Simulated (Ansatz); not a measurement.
`O=BF`, relaxed with RKS PBE0-D4/def2-TZVP in the Gaussian-basis code of Ansatz from a GFN2-xTB geometry. The force threshold is 0.005 eV/Å; the program also tests the step.

Charge 0, multiplicity 1.

Start:

```xyz
3

O     0.548   -1.019   -0.383
B     0.014   -0.026   -0.010
F    -0.561    1.046    0.394
```

```tsv
step	energy (eV)	largest force (eV/Å)	largest move (Å)
1	-5438.9973	1.383	0.000
2	-5439.0127	0.178	0.011
3	-5439.0130	0.014	0.002
4	-5439.0130	0.007	0.000
5	-5439.0130	0.000	0.000
```

End:

```xyz
3

O     0.553   -1.030   -0.387
B     0.011   -0.021   -0.008
F    -0.565    1.051    0.395
```

Run time 6.5 s (2 threads of a server CPU on a shared host); peak host memory 0.16 GiB.
